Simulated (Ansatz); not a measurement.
Geometry optimisation, Ansatz, RKS LDA/def2-SVP.

input.yaml

```yaml
crystal:
  periodic: [false, false, false]
  atoms:
    - { symbol: B, position_ang: [0.0, 0.0, 0.0] }
    - { symbol: Cl, position_ang: [0.0, 0.0, 2.21] }
    - { symbol: H, position_ang: [1.0305, 0.0, -0.595] }
    - { symbol: H, position_ang: [-1.0305, 0.0, -0.595] }
    - { symbol: O, position_ang: [0.0715, -1.6212, 0.5392] }
    - { symbol: H, position_ang: [-0.475, -2.2058, -0.077] }
    - { symbol: H, position_ang: [0.053, -1.2026, 1.6085] }
basis:
  gaussian: { orbitals: def2-SVP }
hamiltonian:
  xc: lda
relax:
  f_tol: 0.15
  max_steps: 25
  restrain:
    - { distance: [0, 4], at: 2.61, k: 30.0 }
    - { distance: [6, 1], at: 2.57, k: 30.0 }
    - { distance: [0, 1], at: 1.86, k: 30.0 }
    - { distance: [6, 4], at: 1.01, k: 30.0 }
```

Command:

```bash
$ ansatz run input.yaml --threads 1 --pin off --max-ram 2048MiB --backend cpu --events-out ev --progress --plain --runs-dir out
```

Q: Where does it end, and by what steps?

A: It converged. The restraints hold the end off the free minimum; the threshold counts their pulls, which the force column leaves out. Restrained pairs: B1–O5 (1.71 → 2.59 Å), Cl2–H7 (1.35 → 2.57 Å), B1–Cl2 (2.21 → 1.82 Å), O5–H7 (1.15 → 0.99 Å). After 8 steps the energy has fallen by 1.427 eV (the restraints' own energy left out); Cl2 moved furthest, 0.73 Å.

| step | energy less start (eV) | largest force component (eV/Å) | accepted |
| --- | --- | --- | --- |
| 0 | 0.0000 | 5.082 | yes |
| 1 | -0.4072 | 3.584 | yes |
| 2 | -0.3939 | 3.021 | yes |
| 3 | -0.6087 | 2.677 | yes |
| 4 | -1.2332 | 1.413 | yes |
| 5 | -1.3555 | 1.340 | yes |
| 6 | -1.3877 | 1.204 | yes |
| 7 | -1.3924 | 1.334 | yes |
| 8 | -1.4274 | 1.221 | yes |

```xyz
7
Properties=species:S:1:pos:R:3
B 0.047 0.298 0.068
Cl -0.115 0.625 1.851
H 1.151 0.412 -0.415
H -0.997 0.173 -0.540
O 0.178 -2.256 0.471
H -0.769 -2.395 0.261
H 0.155 -1.888 1.394
```

The run took 7.1 s on 1 thread of Intel(R) Xeon(R) Platinum 8488C (Sapphire Rapids) (shared host), peak memory 0.15 GiB.
